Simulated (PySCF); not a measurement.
Gas-phase reaction: 5 NH3 + trisilylamine + 3 N2 = 3 Si(NH2)4

Method: PySCF energies plus ideal-gas RRHO corrections (1 bar). † marks an energy on the PBE0/def2-TZVP geometry and frequencies; other levels use their own. CCSD(T) freezes the core. 6-31G* has spherical d functions here. All species are closed-shell singlets. Si(NH2)4: computed as isolated molecules; such fragments, hydroxides, amides, oligomers or adducts are transient or little studied in the gas. CCSD(T) isn't extrapolated to the basis-set limit. The harmonic model lacks anharmonicity and excited electronic states, which grow with temperature; levels with a mode under 35 cm⁻¹ are left out. Internal rotation in trisilylamine, Si(NH2)4 is treated as a harmonic vibration of one conformer, which makes the entropy rough.

| level | ΔE electronic, kJ | ΔH°(298 K), kJ | ΔS°(298 K), J/K | ΔG°(2500 K), kJ |
|---|---|---|---|---|
| BLYP/def2-TZVP† | -729 | -629 | -895 | 1405 |
| CCSD(T)/def2-SVP† | -619 | -518 | -895 | 1516 |
| HF/6-31G* | -604 | -507 | -901 | 1543 |
| M06-2X/def2-TZVP† | -981 | -880 | -895 | 1154 |
| PBE/def2-SVP | -829 | -733 | -891 | 1281 |
| PBE/def2-TZVP† | -887 | -787 | -895 | 1247 |
| PBE0/def2-TZVP | -958 | -857 | -895 | 1177 |
| r2SCAN/def2-TZVP† | -976 | -875 | -895 | 1159 |
| LDA/def2-TZVP† | -1255 | -1154 | -895 | 880 |
| ωB97M-V/def2-TZVP† | -930 | -829 | -895 | 1205 |
| ωB97X-V/def2-TZVP† | -908 | -807 | -895 | 1227 |
ΔH° is lowest at LDA/def2-TZVP† and highest at HF/6-31G*. No reference value is set beside these.
